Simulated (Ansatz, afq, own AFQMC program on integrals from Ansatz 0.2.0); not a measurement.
Where AFQMC and coupled cluster stand for PF, triplet

```yaml
atoms:
  - { symbol: F, position_ang: [0.0000, 0.0000, 0.0000] }
  - { symbol: P, position_ang: [0.0000, 0.0000, 1.5934] }
```

Basis cc-pVDZ. Only valence electrons are correlated. Integrals, coupled cluster, full CI and functionals: Ansatz 0.2.0; the random walks run on the same integrals in our own AFQMC program. The CISD trial takes its coefficients from CCSD amplitudes. Released means that phaseless walkers are propagated on without the constraint, phases kept. Free projection: walkers drawn from exp(T), propagated without any constraint. Its projection time is finite, and what remains of the start isn't in its error. ± is one standard error of the sampling.

Determinant: UHF, the one that the program's search chose, which needn't be the lowest solution. The geometry is a point of a scan.

No full CI on the walks' own integrals is used here; CCSDT(Q) serves as the reference and is uncertain by about the last step of the cluster series.

Cautions: lower spins were not checked.

The T1 diagnostic is 0.0198, the weight of the determinant in the CISD state is 0.906 and the ⟨S²⟩ of the determinant is 2.027. The size of the correlated space is 12 electrons in 26 orbitals.

```csv
level,correlation energy (eV)
MP2,-7.1221
CCSD,-7.5956
CCSD(T),-7.7430
```

Question: Estimate where AFQMC with the constraint released lies against CCSD(T) on the same integrals.

Answer: 0.60 ± 0.40 kcal/mol below CCSD(T). The gap is under twice the noise, so this walk alone can't tell the two apart.

Reference: CCSDT(Q), correlation energy -7.774 eV. The released energy is read at 2.40 1/Eh (meV from the phaseless value at times in 1/Eh: -9 ± 12 at 0.24, -8 ± 11 at 0.51, -23 ± 13 at 0.99, -14 ± 11 at 1.62, -14 ± 17 at 2.40).

```tsv
level	E − E(reference) (kcal/mol)	share of correlation (%)
CCSD(T)	0.73	99.60
CCSDT	0.38	99.79
ph-AFQMC/HF	1.08 ± 1.66	99.40
ph-AFQMC/CISD	0.46 ± 0.38	99.74
released AFQMC	0.13 ± 0.40	99.93
free AFQMC	0.01 ± 0.41	100.00
```

Free projections are given only where their last times agree within the noise and don't stop above the reference; a slow remainder of the start can still hide under it. A walk keeps the symmetry of its determinant, which the program's search chose and which needn't be the lowest solution, so a lower state of the same spin and another symmetry isn't excluded. Released energies are given only where the last usable release times agree within the noise; a slower fall can still hide under it.
